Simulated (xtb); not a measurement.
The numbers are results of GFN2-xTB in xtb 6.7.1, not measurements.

```
xtb start.xyz --ohess tight --gfn 2 --chrg 0 --uhf 0 --iterations 400

# start.xyz
10

C      1.106925    -0.283836    -0.225725
C     -0.101262     0.591490     0.090138
C     -1.358100    -0.214044     0.239848
O     -2.217143    -0.021721     1.052233
H      1.988832     0.332492    -0.379564
H      1.305784    -0.968426     0.595313
H      0.932978    -0.867317    -1.127199
H     -0.273783     1.285985    -0.738371
H      0.061710     1.180752     0.993888
H     -1.445943    -1.035373    -0.500561
```

Output:

```
[...]
        16                          0.1314348               3.5765
        17                          0.1485141               4.0413
       ...                                ...                  ...
        22                          0.6173077              16.7978
      -------------------------------------------------------------
                  HL-Gap            0.1410388 Eh            3.8379 eV
             Fermi-level           -0.3347446 Eh           -9.1089 eV


         :::::::::::::::::::::::::::::::::::::::::::::::::::::
         ::                     SUMMARY                     ::
         :::::::::::::::::::::::::::::::::::::::::::::::::::::
         :: total energy             -13.520302226785 Eh    ::
         :: gradient norm              0.000223841375 Eh/a0 ::
         :: HOMO-LUMO gap              3.837861645164 eV    ::
         ::.................................................::
         :: SCC energy               -13.689678782935 Eh    ::
         :: -> isotropic ES            0.022586216935 Eh    ::
         :: -> anisotropic ES          0.001979855619 Eh    ::
         :: -> anisotropic XC          0.005819551007 Eh    ::
         :: -> dispersion             -0.003931976884 Eh    ::
         :: repulsion energy           0.169376556150 Eh    ::
         :: add. restraining           0.000000000000 Eh    ::
         :: total charge              -0.000000000000 e     ::
         :::::::::::::::::::::::::::::::::::::::::::::::::::::

           -------------------------------------------------
          |                Numerical Hessian                |
           -------------------------------------------------
step length          :   0.00500
SCC accuracy         :   0.30000
Hessian scale factor :   1.00000
frozen atoms in %    :   0.00000    0
RMS gradient         :   0.00022
estimated CPU  time      0.00 min
estimated wall time      0.00 min

writing file <hessian>.

 projected vibrational frequencies (cm⁻¹)
eigval :       -0.00     0.00     0.00     0.00     0.00     0.00
eigval :       70.27   204.64   318.05   507.54   746.89   875.05
eigval :      926.08  1063.79  1092.55  1128.48  1213.88  1295.35
eigval :     1387.22  1412.10  1442.14  1497.26  1501.58  1795.99
eigval :     2746.96  2947.13  3001.33  3037.17  3043.61  3049.08
           -------------------------------------------------
          |                Property Printout                |
           -------------------------------------------------

    * Orbital Energies and Occupations

         #    Occupation            Energy/Eh            Energy/eV
      -------------------------------------------------------------
         1        2.0000           -0.7204486             -19.6044
         2        2.0000           -0.6498953             -17.6845
         3        2.0000           -0.6108076             -16.6209
         4        2.0000           -0.5936571             -16.1542
         5        2.0000           -0.5561189             -15.1328
         6        2.0000           -0.5438739             -14.7996
         7        2.0000           -0.5334501             -14.5159
         8        2.0000           -0.5090634             -13.8523
         9        2.0000           -0.4823430             -13.1252
        10        2.0000           -0.4752243             -12.9315
        11        2.0000           -0.4570096             -12.4359
        12        2.0000           -0.4052640             -11.0278 (HOMO)
        13                         -0.2642252              -7.1899 (LUMO)
        14                          0.0915510               2.4912
        15                          0.1024706               2.7884
        16                          0.1314348               3.5765
        17                          0.1485141               4.0413
        18                          0.1638546               4.4587
        19                          0.2258012               6.1444
        20                          0.2519978               6.8572
        21                          0.2623530               7.1390
        22                          0.6173077              16.7978
      -------------------------------------------------------------
                  HL-Gap            0.1410388 Eh            3.8379 eV
             Fermi-level           -0.3347446 Eh           -9.1089 eV

     #   Z          covCN         q      C6AA      α(0)
     1   6 C        3.753    -0.106    22.581     6.776
     2   6 C        3.801    -0.082    22.059     6.687
     3   6 C        2.758     0.216    23.439     7.928
     4   8 O        0.856    -0.322    20.186     6.024
     5   1 H        0.925     0.049     2.332     2.388
     6   1 H        0.925     0.045     2.379     2.412
     7   1 H        0.925     0.044     2.401     2.423
     8   1 H        0.924     0.070     2.083     2.257
     9   1 H        0.924     0.067     2.120     2.277
    10   1 H        0.922     0.019     2.753     2.595

 Mol. C6AA /au·bohr⁶  :        777.589119
 Mol. C8AA /au·bohr⁸  :      16542.276978
 Mol. α(0) /au        :         41.767272

Wiberg/Mayer (AO) data.
largest (>0.10) Wiberg bond orders for each atom

 ---------------------------------------------------------------------------
     #   Z sym  total        # sym  WBO       # sym  WBO       # sym  WBO
 ---------------------------------------------------------------------------
     1   6 C    3.994 --     2 C    1.008     6 H    0.988     7 H    0.986
                             5 H    0.986
     2   6 C    3.996 --     3 C    1.011     1 C    1.008     9 H    0.969
                             8 H    0.937
     3   6 C    3.912 --     4 O    1.930     2 C    1.011    10 H    0.930
     4   8 O    2.095 --     3 C    1.930
     5   1 H    0.998 --     1 C    0.986
     6   1 H    0.998 --     1 C    0.988
     7   1 H    0.998 --     1 C    0.986
     8   1 H    0.995 --     2 C    0.937
     9   1 H    0.996 --     2 C    0.969
    10   1 H    1.000 --     3 C    0.930
 ---------------------------------------------------------------------------

Topologies differ in total number of bonds
Writing topology from bond orders to xtbtopo.mol

molecular dipole:
                 x           y           z       tot (Debye)
 q only:        0.884       0.051      -0.579
   full:        0.991       0.013      -0.733       3.134
molecular quadrupole (traceless):
                xx          xy          yy          xz          yz          zz
 q only:       -3.650       0.179       3.018       3.710       0.091       0.632
  q+dip:       -5.313       0.885       4.064       5.217       0.282       1.249
   full:       -5.130       0.330       4.059       5.458      -0.294       1.070

           -------------------------------------------------
          |                Geometry Summary                 |
           -------------------------------------------------

      molecular mass/u    :       58.0792571
   center of mass at/Å    :       -0.6390570       0.0121311       0.2913571
  moments of inertia/u·Å² :        0.1756000E+02   0.1182269E+03   0.1245007E+03
rotational constants/cm⁻¹ :        0.9600016E+00   0.1425871E+00   0.1354019E+00

 * 7 selected distances
Molecule has no symmetry elements
It seems to be the C1 point group

     #   Z          #   Z                                           value/Å
     1   6 C        2   6 C                                       1.5250185 (max)
     3   6 C        4   8 O                                       1.1978784
     1   6 C        5   1 H                                       1.0868702 (min)
     1   6 C        6   1 H                                       1.0873417
     1   6 C        7   1 H                                       1.0878250
     2   6 C        8   1 H                                       1.0947667
     2   6 C        9   1 H                                       1.0911250

 * 3 distinct bonds (by element types)

   Z      Z             #   av. dist./Å        max./Å        min./Å
   1 H    6 C           5     1.0895857     1.0947667     1.0868702
   6 C    6 C           1     1.5250185     1.5250185     1.5250185
   6 C    8 O           1     1.1978784     1.1978784     1.1978784

           -------------------------------------------------
          |               Frequency Printout                |
           -------------------------------------------------
 projected vibrational frequencies (cm⁻¹)
eigval :       -0.00     0.00     0.00     0.00     0.00     0.00
eigval :       70.27   204.64   318.05   507.54   746.89   875.05
eigval :      926.08  1063.79  1092.55  1128.48  1213.88  1295.35
eigval :     1387.22  1412.10  1442.14  1497.26  1501.58  1795.99
eigval :     2746.96  2947.13  3001.33  3037.17  3043.61  3049.08
 reduced masses (amu)
   1:  9.01   2: 11.97   3: 12.09   4: 10.27   5: 11.92   6: 10.00   7:  9.88   8:  1.97
   9:  8.47  10: 10.65  11:  4.17  12:  3.33  13:  6.07  14:  5.82  15:  8.29  16:  7.28
  17:  3.24  18:  4.97  19:  3.05  20:  2.97  21:  1.96  22:  1.56  23:  1.54  24: 13.45
  25:  1.68  26:  1.76  27:  1.70  28:  1.83  29:  1.91  30:  1.43
 IR intensities (km·mol⁻¹)
   1:  1.92   2:  0.14   3:  0.92   4:  3.24   5:  0.75   6:  1.52   7:  7.44   8:  0.66
   9:  4.09  10: 11.81  11:  8.22  12:  7.28  13: 41.59  14:  4.00  15:  3.43  16: 22.65
  17:  4.23  18:  0.92  19: 19.30  20:  2.29  21:  7.98  22:  5.63  23:  4.44  24:303.75
  25:131.66  26: 10.75  27: 13.29  28: 40.55  29: 26.70  30: 20.95
 Raman intensities (Ä⁴*amu⁻¹)
   1:  0.00   2:  0.00   3:  0.00   4:  0.00   5:  0.00   6:  0.00   7:  0.00   8:  0.00
   9:  0.00  10:  0.00  11:  0.00  12:  0.00  13:  0.00  14:  0.00  15:  0.00  16:  0.00
  17:  0.00  18:  0.00  19:  0.00  20:  0.00  21:  0.00  22:  0.00  23:  0.00  24:  0.00
  25:  0.00  26:  0.00  27:  0.00  28:  0.00  29:  0.00  30:  0.00
 output can be read by thermo (or use thermo option).
 writing <g98.out> molden fake output.
 recommended (thermochemical) frequency scaling factor: 1.0
           -------------------------------------------------
          |             Thermodynamic Functions             |
           -------------------------------------------------

c1  symmetry found (for desy threshold:  0.10E+00) used in thermo

          ...................................................
          :                      SETUP                      :
          :.................................................:
          :  # frequencies                          24      :
          :  # imaginary freq.                       0      :
          :  linear?                             false      :
          :  only rotor calc.                    false      :
          :  symmetry                               c1      :
          :  rotational number                       1      :
          :  scaling factor                  1.0000000      :
          :  rotor cutoff                   50.0000000 cm⁻¹ :
          :  imag. cutoff                  -20.0000000 cm⁻¹ :
          :.................................................:

    mode    ω/cm⁻¹     T·S(HO)/kcal·mol⁻¹    T·S(FR)/kcal·mol⁻¹   T·S(vib)
   ------------------------------------------------------------------------
       1     70.27    -1.23609 ( 79.59%)    -0.95493 ( 20.41%)    -1.17872
       2    204.64    -0.62343 ( 99.64%)    -0.63880 (  0.36%)    -0.62349
   ------------------------------------------------------------------------

   temp. (K)  partition function   enthalpy   heat capacity  entropy
                                   cal/mol     cal/K/mol   cal/K/mol   J/K/mol
 298.15  VIB   8.37                 1445.271      9.897      8.877
         ROT  0.388E+05              888.752      2.981     23.981
         INT  0.325E+06             2334.024     12.878     32.858
         TR   0.428E+27             1481.254      4.968     38.081
         TOT                        3815.2775    17.8463    70.9386   296.8070

       T/K    H(0)-H(T)+PV         H(T)/Eh          T*S/Eh         G(T)/Eh
   ------------------------------------------------------------------------
    298.15    0.608003E-02    0.887870E-01    0.337052E-01    0.550817E-01
   ------------------------------------------------------------------------

         :::::::::::::::::::::::::::::::::::::::::::::::::::::
         ::                  THERMODYNAMIC                  ::
         :::::::::::::::::::::::::::::::::::::::::::::::::::::
         :: total free energy         -13.465220485488 Eh   ::
         ::.................................................::
         :: total energy              -13.520302226785 Eh   ::
         :: zero point energy           0.082706920571 Eh   ::
         :: G(RRHO) w/o ZPVE           -0.027625179275 Eh   ::
         :: G(RRHO) contrib.            0.055081741297 Eh   ::
         :::::::::::::::::::::::::::::::::::::::::::::::::::::

optimized geometry written to: xtbopt.xyz

           -------------------------------------------------
          | TOTAL ENERGY              -13.520302226785 Eh   |
          | TOTAL ENTHALPY            -13.431515274472 Eh   |
          | TOTAL FREE ENERGY         -13.465220485488 Eh   |
          | GRADIENT NORM               0.000223827461 Eh/α |
          | HOMO-LUMO GAP               3.837861254493 eV   |
           -------------------------------------------------

------------------------------------------------------------------------
```

Cost: very roughly 0.26 core-seconds.
